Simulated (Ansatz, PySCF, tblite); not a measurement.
Potential energy curve for SH, doublet.

- UKS-B3LYP/LANL2DZ = unrestricted B3LYP/LANL2DZ, with its core potentials past Ne run with PySCF 2.14.0
- ROCCSDTQ = CCSDTQ on ROHF/def2-SVP, frozen core in Ansatz (a quantum-chemistry and plane-wave program)
- UMP2 = MP2 on UHF/def2-SVP, frozen core run with Ansatz
- GFN2-xTB, 300 K electronic temperature (tblite)
- UKS-B3LYP/6-31G* = unrestricted B3LYP/6-31G*, spherical d run with PySCF

Energies are in mEh, each relative to the lowest point of its own curve near equilibrium.

```
R / Å  UKS-B3LYP/LANL2DZ  ROCCSDTQ   UMP2  GFN2-xTB  UKS-B3LYP/6-31G*
-----  -----------------  --------  -----  --------  ----------------
1.02               111.1     100.8   99.2         …             101.6
1.07                74.8      65.5   64.1      51.2              66.1
1.16                32.2      25.2   24.2      17.2              25.8
1.22                   …      10.5    9.7       6.2              11.0
1.24                11.7       7.3    6.6       4.0               7.7
1.34                 1.1       0.1    0.0       0.0               0.1
1.35                 0.7       0.0    0.0       0.1               0.0
1.39                 0.0       0.7    1.1       1.2                 …
1.42                 0.4         …    2.7       2.6                 …
1.45                 1.3       4.1    5.0       4.5               3.6
1.55                   …      13.9   16.0      12.8              12.8
1.65                17.8      26.6   30.3      23.1              25.0
1.82                38.2      50.0   62.3      42.8              48.5
2.01                62.0      73.8   92.3      65.3              74.5
2.25                86.8         —  109.6      91.5             100.8
2.42                98.4         —  115.1     107.3             112.7
2.69               109.3         —  119.3     127.2             123.7
2.95               114.6         —  121.0     140.8             129.0
3.27               117.9         —  121.8     151.0             132.2
3.66               119.6         —  122.2     157.0             133.8
4.05               120.3         —  122.4     158.9             134.4
4.74               120.6         —  122.5     159.4             134.8
```

Problem. Fill in the missing entries.

Solution. 
- 1.02, GFN2-xTB: 84.0
- 1.22, UKS-B3LYP/LANL2DZ: 15.6
- 1.39, UKS-B3LYP/6-31G*: 0.5
- 1.42, ROCCSDTQ: 2.1
- 1.42, UKS-B3LYP/6-31G*: 1.8
- 1.55, UKS-B3LYP/LANL2DZ: 7.9

Dashes: no converged value, or the column stops at the first point that the program doubted or that broke a chosen test of continuity, which isn't proof of a fault.

The scan ran from 1.02 to 5.35 Å; beyond the distances shown full CI changes its symmetry label. The unrestricted determinant behind UKS-B3LYP/LANL2DZ is spin-contaminated at 2.25 to 4.74 Å (<S²> up to 1.7, against 0.75 for a pure doublet). The T1 diagnostic of CCSD on the restricted reference of ROCCSDTQ exceeds 0.045 at 2.25 to 2.42 Å. The unrestricted determinant behind UMP2 is spin-contaminated at 1.82 to 4.74 Å (<S²> up to 1.8, against 0.75 for a pure doublet). The unrestricted determinant behind UKS-B3LYP/6-31G* is spin-contaminated at 2.25 to 4.74 Å (<S²> up to 1.8, against 0.75 for a pure doublet).
